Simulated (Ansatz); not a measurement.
**CH3Al (singlet): wave-function methods side by side at distance Al1–H3 = 1.906 Å, cc-pVDZ**

One table from this session's results is given with a row withheld; the runs are named, their logs left out.

Program: Ansatz 0.2.0, Gaussian basis. Level of theory: cc-pVDZ, core rule «outside noble gas», up to 6 orbitals frozen. These are calculated values, not measurements.

Plan: UHF; CCSD(T) on RHF; CCSD(T) on UHF; BCCD(T) on RHF; CISD; CCSDT(Q) on RHF; CCSDT(Q) on UHF; CASSCF and MRCISD+Q, 2 electrons in 2 orbitals; CASSCF and NEVPT2, 2 electrons in 2 orbitals.

23 further runs of the same task are left out: 2 for a known fault of the program, 16 that didn't finish, 5 set aside as unsound or not needed.

### The system

The geometry derives from a PBE0/def2-TZVP stationary point (not a proven minimum). One bond is set to the value named and the two fragments are kept rigid.

5 atoms, charge 0, spin multiplicity 1.

Atoms are counted from 1 here; the program's logs count them from 0.

Bond lengths: Al1–C2 1.845 Å, Al1–H3 1.906 Å, Al1–H4 1.583 Å, C2–H5 1.084 Å. Angles: C2–Al1–H3 115.2°, C2–Al1–H4 115.2°, H3–Al1–H4 129.7°, Al1–C2–H5 180.0°.

Coordinates:

```mol
CH3Al
  3D, bonds by distance, orders not assigned

  5  4  0  0  0  0  0  0  0  0999 V2000
    0.0000   -0.0070    0.5621 Al  0  0
    0.0000   -0.0070   -1.2830 C   0  0
    0.0000    1.7180    1.3727 H   0  0
    0.0000   -1.4395    1.2352 H   0  0
    0.0000   -0.0070   -2.3666 H   0  0
  1  2  8  0
  1  3  8  0
  1  4  8  0
  2  5  8  0
M  END
```

The first run:

in.yaml reads:

```yaml
crystal:
  periodic: [false, false, false]
  atoms:
    - {symbol: Al, position_ang: [0.000000, -0.007019, 0.562090]}
    - {symbol: C, position_ang: [0.000000, -0.007019, -1.282957]}
    - {symbol: H, position_ang: [0.000000, 1.718026, 1.372680]}
    - {symbol: H, position_ang: [0.000000, -1.439495, 1.235204]}
    - {symbol: H, position_ang: [0.000000, -0.007019, -2.366646]}
basis:
  gaussian: {orbitals: cc-pVDZ}
magnetization: {spin_polarized: true, initial_magnetization: 0}
hamiltonian: {xc: hf}
output: {orbitals: {seedname: orbitals}}
```

The run is started by

```console
$ ansatz run in.yaml --threads 1 --pin off --events-out ev --progress --plain --max-ram 2393MiB
```

Among the steps run: UHF; CCSD(T) on RHF; CCSD(T) on UHF; BCCD(T) on RHF; CISD; CCSDT(Q) on RHF; CCSDT(Q) on UHF; CASSCF and MRCISD+Q, 2 electrons in 2 orbitals; CASSCF and NEVPT2, 2 electrons in 2 orbitals.

One of the session's tables, all rows but one given; the rest of the session is left out.

| method | from RCCSDT(Q) (kJ/mol) |
| --- | --- |
| RHF | +581.8 |
| UHF | +489.1 |
| RMP2 | +135.1 |
| UMP2 | +83.5 |
| CISD | +70.5 |
| RCCSD | +24.0 |
| UCCSD | -29.8 |
| RCCSD(T) | +7.4 |
| UCCSD(T) | ? |
| BCCD(T) | +7.2 |
| RCCSDT | +1.8 |
| UCCSDT | -77.3 |
| RCCSDT(Q) | 0 |
| UCCSDT(Q) | -82.6 |

**Question.** Estimate the row for UCCSD(T).

**Answer.** from RCCSDT(Q) (kJ/mol): -49.2. In the column «from RCCSDT(Q) (kJ/mol)» it lies between UCCSDT (-77.3) and UCCSD (-29.8).

Left out of the table: CASSCF pair, NEVPT2 pair, MRCISD pair, MRCISD+Q pair (the active space lost an orbital or holds another state than full CI finds).

Limits of these values: The determinant is far from a pure spin state, so its energy mixes those of several spin states (harmless only where they are near-degenerate, as at dissociation). The program flags UCCSD(T), UCCSDT(Q) as in doubt, so those rows may rest on another solution; read them beside their warnings. Warnings: restricted reference is unstable; spin contamination; large T1 diagnostic. Restricted and unrestricted rows rest on different reference determinants; where their highest levels disagree by more than a few hundredths of an eV, they describe different states and don't form one ladder. Warnings in the runs' records: passed over end.
